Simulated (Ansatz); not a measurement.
Two isomers of C3H6FNO: A = `CC(O)(F)C=N`, B = `C=NC(F)OC`.

Program: Ansatz. Geometries: PBE0-D4/def2-TZVP. ΔE: electronic, gas phase. CCSD(T)/CBS adds triple-zeta CCSD(T) − MP2 to the extrapolated MP2 energy (def2 sets, frozen cores). DFT in def2-TZVPP. B3LYP here is the variant with VWN-RPA as its local correlation; programs differ in this. Each species was taken in one conformer, which may not be the lowest.

Question: Which isomer does CCSD(T)/CBS put lower? Give the gap. (An estimate is asked.)

Answer: Ansatz gave: A, by 84.9 kJ/mol.

Question: Give E(B) − E(A) in kJ/mol with B3LYP-D4, PBE0-D4, HF/def2-TZVPP, PBE-D4, CCSD(T)/def2-TZVPP, ωB97M-V, B2PLYP. (Estimate.)

Answer: Ansatz gave: B3LYP-D4 74.8, PBE0-D4 81.1, HF/def2-TZVPP 65.7, PBE-D4 80.1, CCSD(T)/def2-TZVPP 81.4, ωB97M-V 82.5, B2PLYP 77.1. None reverses the order clearly.

Largest T1 diagnostic: 0.012.

In def2-TZVPP, CCSD(T) changes the Hartree–Fock value by +15.7 kJ/mol (the triples alone add +1.2 kJ/mol) and MP2 by +19.7 kJ/mol.
